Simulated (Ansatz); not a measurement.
doublet CO(+): levels of theory in one basis

```xyz
2

C     0.0000    0.0000    0.0000
O     0.0000    0.0000    1.4700
```

Basis set: def2-SVP (spherical functions). Left uncorrelated: 2 orbitals. Correlation on ROHF uses semicanonical orbitals with singles. Charge 1, multiplicity 2.

Computed with Ansatz (development build ahead of 0.2.0); each method stands on the lowest determinant of its kind that the runs found.

| method | E − E(ROHF) (eV) | <S²> of the determinant |
| --- | --- | --- |
| ROHF | 0.00 | 0.75 |
| UHF | -0.26 | 1.11 |
| UHF-MP2 | -6.30 | 1.11 |

Problem. What does ROHF-MP2 give on the same scale?

Solution. -6.48 eV.

Problem. Is a single determinant a sound starting point here?

Solution. Only with care. Unrestricted orbitals gain 0.26 eV and <S²> is 1.11 against 0.75 for a pure state, a contamination that matters most for the unrestricted series.

Caution for UHF, UHF-MP2: the unrestricted determinant is spin contaminated. Caution for ROHF-MP2, UHF-MP2: bonds are stretched, where a single reference can fail.
